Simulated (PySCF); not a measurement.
Species: C₃H₃Cl₂O (charge +1).
Geometry (PBE0-D3(BJ)/def2-SVP, Å), atoms numbered from 1 in this order:
```
atom  x, y, z in Å
O1    -2.215    1.071   -0.437
C2    -1.404    0.357   -0.162
C3    -0.370   -0.578    0.193
C4     1.003    0.090   -0.019
Cl5    1.112    1.494    1.042
Cl6    1.163    0.513   -1.723
H7    -0.541   -0.862    1.251
H8    -0.510   -1.470   -0.450
H9     1.790   -0.629    0.251
```

Linear response at PBE0/def2-SVPD (PySCF, frozen core in the response, non-relativistic).

Static isotropic polarisability: 59.22 au (8.77 Å³), principal values 54.0, 61.5, 62.1 au.

Task: What is the polarisability at 1064 nm and at the sodium D line?

Result: 59.64 au at 1064 nm (+0.7 %), 60.66 au at 589.3 nm (+2.4 %). The rise at 589.3 nm is 3.39 times that at 1064 nm; a pure ω² law gives 3.26. The lowest singlet lies at 290 nm, shorter than both wavelengths.

Task: What is the isotropic C6 coefficient between two such ions, C6 = (3/π)∫α(iω)² dω?

Result: 1570 au (Eh·bohr⁶) by a ten-point quadrature over imaginary frequencies, which is 938 eV·Å⁶ or 90.5 J·nm⁶/mol.

Task: Which effective excitation energy ω̄ makes London's formula C6 = (3/4)α²ω̄ exact here?

Result: ω̄ = 4·C6/(3α²) = 0.597 Eh = 16.2 eV. A one-pole form α(ω) = α/(1 − ω²/ω̄²) fitted to the 1064 nm value gives 13.8 eV. London's choice of the ionisation energy (16.06 eV, ΔSCF at the same level) gives C6 = 1550 au, 1 % too low.

Task: How anisotropic is the static polarisability, by Δα² = ½[(α1 − α2)² + (α2 − α3)² + (α3 − α1)²]?

Result: Δα = 7.8 au, or 0.13 of the isotropic value.

Task: How many electrons N does the Slater–Kirkwood formula C6 = (3/4)·√N·α^(3/2) need to give this C6?

Result: N = (4·C6/3)²/α³ = 21.1; the species has 62 electrons in all.

Task: What molar refraction at the D line follows from R = (4π/3)·N_A·α′, with α′ the polarisability volume?

Result: α′ = 8.99 Å³ gives R = 22.68 cm³/mol, for isolated, non-vibrating species.

One conformer stands for the species.
